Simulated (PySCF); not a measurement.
Gas-phase reaction: BH₃ + 2 BOCl + 2 Cl ⇌ 2 BCl₂OH + BH

Method: PySCF energies (xtb for GFN2) plus ideal-gas RRHO corrections (1 bar). † marks an energy on the PBE0/def2-TZVP geometry and frequencies; other levels use their own. 6-31G* has spherical d functions here. Open shells (unrestricted): Cl (multiplicity 2, electronic degeneracy 6); the rest are closed-shell singlets. GFN2 has no spin-polarisation term. Spin-orbit splitting is ignored; it lowers the true energy and changes the entropy of Cl. B3LYP is the form with VWN-RPA correlation. BCl₂OH: computed as isolated molecules; such fragments, hydroxides, amides, oligomers or adducts are transient or little studied in the gas. The harmonic model lacks anharmonicity and excited electronic states, which grow with temperature; levels with a mode under 35 cm⁻¹ are left out. Internal rotation in BCl₂OH is treated as a harmonic vibration of one conformer, which makes the entropy rough.

```tsv
level	ΔE electronic, kJ	ΔH°(298 K), kJ	ΔS°(298 K), J/K	ΔG°(2500 K), kJ
B3LYP/def2-TZVP†	-327	-318	-234	262
BLYP/def2-TZVP†	-298	-289	-234	291
GFN2-xTB	-58	-55	-231	506
HF/6-31G*	-209	-199	-236	387
M06-2X/def2-TZVP†	-402	-393	-234	187
PBE0/def2-QZVP†	-395	-386	-234	194
PBE0/def2-SVP†	-407	-398	-234	182
r2SCAN/def2-TZVP†	-381	-371	-234	208
ωB97M-V/def2-TZVP†	-403	-394	-234	185
ωB97X-V/def2-TZVP†	-395	-385	-234	194
```
ΔH° is lowest at PBE0/def2-SVP† and highest at GFN2-xTB. No reference value is set beside these.
